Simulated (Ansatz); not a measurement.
**C₃H₈OS: one species, many methods**

Aim: compute C₃H₈OS with functionals from several rungs and with coupled cluster. The yardstick is the atomisation energy at the CCSD(T) limit.

Program: Ansatz 0.2.0, Gaussian basis. Level of theory: functionals in def2-TZVPP, the program's frozen cores in correlated methods. These are calculated values, not measurements.

Plan: PBE-D4, r2SCAN-D4, PBE0-D4, B3LYP-D4, ωB97X-V, ωB97M-V, B2PLYP; CCSD(T)/def2-TZVPP; MP2/def2-QZVPP; extrapolation to the limit.

## Step 1: Structure used throughout

The geometry comes from an earlier relaxation with PBE0-D4 in a triple-zeta def2 set; it is a stationary point, not always the lowest conformer.

SMILES `CCC(O)S`, 13 atoms, charge 0, spin multiplicity 1.

Atoms are counted from 1 here; the program's logs count them from 0.

Bond lengths: C1–C2 1.519 Å, C1–H6 1.092 Å, C1–H7 1.094 Å, C1–H8 1.090 Å, C2–C3 1.515 Å, C2–H9 1.095 Å, C2–H10 1.092 Å, C3–O4 1.401 Å, C3–S5 1.831 Å, C3–H11 1.097 Å, O4–H12 0.960 Å, S5–H13 1.342 Å. Angles: C2–C1–H6 110.6°, C2–C1–H7 111.1°, C2–C1–H8 111.0°, H6–C1–H7 107.7°, H6–C1–H8 108.3°, H7–C1–H8 107.9°, C1–C2–C3 112.4°, C1–C2–H9 110.2°, C1–C2–H10 110.6°, C3–C2–H9 108.2°, C3–C2–H10 108.2°, H9–C2–H10 107.2°, C2–C3–O4 108.0°, C2–C3–S5 108.7°, C2–C3–H11 109.9°, O4–C3–S5 112.9°, O4–C3–H11 110.9°, S5–C3–H11 106.4° and more.

As a file:

```xyz
13
C3H8OS
C    -1.40052    0.99976    0.26592
C     0.01590    0.80719   -0.24776
C     0.55855   -0.57347    0.06187
O    -0.30361   -1.51698   -0.51308
S     2.27001   -0.68775   -0.57762
H    -1.76125    2.00310    0.03064
H    -1.44550    0.87542    1.35157
H    -2.08162    0.27653   -0.18337
H     0.04679    0.95141   -1.33296
H     0.68895    1.54475    0.19544
H     0.62429   -0.71361    1.14789
H     0.11257   -2.38145   -0.47313
H     2.69593   -1.61961    0.28959
```

## Step 2: PBE-D4 (GGA)

in.yaml reads:

```yaml
crystal:
  periodic: [false, false, false]
  atoms:
    - {symbol: C, position_ang: [-1.400524, 0.999758, 0.265918]}
    - {symbol: C, position_ang: [0.015902, 0.807189, -0.247756]}
    - {symbol: C, position_ang: [0.558553, -0.573466, 0.061867]}
    - {symbol: O, position_ang: [-0.303607, -1.516978, -0.513080]}
    - {symbol: S, position_ang: [2.270010, -0.687747, -0.577616]}
    - {symbol: H, position_ang: [-1.761251, 2.003104, 0.030645]}
    - {symbol: H, position_ang: [-1.445503, 0.875423, 1.351570]}
    - {symbol: H, position_ang: [-2.081616, 0.276535, -0.183373]}
    - {symbol: H, position_ang: [0.046789, 0.951413, -1.332963]}
    - {symbol: H, position_ang: [0.688952, 1.544745, 0.195439]}
    - {symbol: H, position_ang: [0.624292, -0.713612, 1.147885]}
    - {symbol: H, position_ang: [0.112571, -2.381454, -0.473128]}
    - {symbol: H, position_ang: [2.695933, -1.619613, 0.289592]}
basis:
  gaussian: {orbitals: def2-TZVPP}
hamiltonian: {xc: pbe, dispersion: d4}
output: {forces: true, orbitals: {seedname: orbitals}}
```

Run with:

```sh
> ansatz run in.yaml --threads 4 --pin off --events-out ev --progress --plain --max-ram 10444MiB
```

The runs that follow: r2SCAN-D4 (meta-GGA); PBE0-D4 (hybrid); B3LYP-D4 (hybrid); ωB97X-V (range-separated); ωB97M-V (range-separated); B2PLYP (double hybrid); CCSD(T) in def2-TZVPP; MP2 in def2-QZVPP.

Q: Predict the results of all the runs planned. Wanted: atomisation energy, CCSD(T)/CBS; farthest; mean size of error, hybrid; mean size of error, range-separated; gap, smallest and largest; T1 diagnostic; triples share of the correlation energy.

As calculated:

| quantity | value |
| --- | --- |
| atomisation energy, CCSD(T)/CBS | 50.573 eV |
| functionals within 0.253 eV (0.5 %) | r2SCAN-D4, PBE0-D4, B3LYP-D4, ωB97X-V, ωB97M-V |
| farthest | PBE-D4 (+1.022 eV) |
| mean size of error, hybrid | 0.152 eV |
| mean size of error, range-separated | 0.104 eV |
| gap, smallest and largest | 5.14 eV (PBE-D4), 11.80 eV (ωB97X-V) |
| T1 diagnostic | 0.0104 |
| triples share of the correlation energy | 3.9 % |

PBE-D4 misses by +1.022 eV. Double hybrids carry the basis error of their MP2 part in triple zeta, and no dispersion term here, so their miss is partly the set-up's. The reference freezes the cores and leaves out relativity and excitations past (T), so misses under about 0.253 eV can't be ranked. Hartree-Fock recovers 72 % of the binding; the rest is correlation. The gap grows from 5.1 to 11.8 eV across the functionals, mostly with the share of exact exchange.
